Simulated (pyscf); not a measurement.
## Addition across a multiple bond or ene-type step: [O=Al]• + H₂ -> [HO–AlH]•

Gas phase, doublet surface, charge 0. Bonds broken: H3–H4. Bonds formed: Al1–H3, O2–H4. PySCF, gas phase, ωB97X-D3(BJ)/def2-SVP geometries.

Transition state (Å):

```xyz
4

Al     1.2141    -0.6278    -0.5026
O      0.2153    -0.8203    -1.8352
H     -0.2644     0.6881    -0.1533
H     -0.3682     0.2458    -0.9043
```

One imaginary mode, 968i cm⁻¹; descent along it reached the two sides named, in the forms told below.

```json
[
 {"bond": "H3–H4", "change": "breaks", "reactant side (Å)": "0.764", "saddle": "0.878", "product side": "3.2"},
 {"bond": "Al1–H3", "change": "forms", "reactant side (Å)": "4.6", "saddle": "2.010", "product side": "1.614"},
 {"bond": "O2–H4", "change": "forms", "reactant side (Å)": "2.297", "saddle": "1.531", "product side": "0.960"}
]
```

Electronic energies relative to the separated reactants (kcal/mol):

| level | barrier | reaction energy | reverse barrier |
|---|---|---|---|
| ωB97X-D3(BJ)/def2-TZVP | 8.3 | -50.7 | 58.9 |
| PBE/def2-TZVP | 6.5 | -41.9 | 48.4 |
| r²SCAN/def2-TZVP | 6.9 | -46.8 | 53.7 |
| B3LYP-D3(BJ)/def2-TZVP | 8.9 | -44.8 | 53.7 |
| PBE0-D3(BJ)/def2-TZVP | 5.9 | -50.3 | 56.2 |
| M06-2X/def2-TZVP | 9.8 | -50.1 | 59.9 |
| ωB97M-D3(BJ)/def2-TZVP | 9.0 | -47.0 | 56.0 |

With ωB97M-D3(BJ)/def2-TZVP energies and thermal terms (ideal gas, 1 atm, RRHO with modes under 100 cm⁻¹ raised to 100, one conformer, R ln 2 for chiral ones without a mode under 150 cm⁻¹), in kcal/mol:

```tsv
T (K)	ΔH‡	ΔG‡	ΔH	ΔG
298	8.6	15.7	-44.2	-37.3
600	7.7	23.2	-44.5	-30.2
900	7.4	31.0	-44.4	-23.1
1200	7.3	38.9	-44.1	-16.0
```

On the product side the descent ends in a point that may be a rotor saddle (no frequency run), 1.2 kcal/mol over the lowest minimum found and 57.8 kcal/mol under the saddle at ωB97X-D3(BJ)/def2-TZVP. At the saddle there is also a short Al–H contact that neither side keeps. This is the saddle that the search found; another between the same sides may lie lower. The term symbol of open-shell O=Al was not checked; spin-orbit terms and orbital degeneracy are left out.
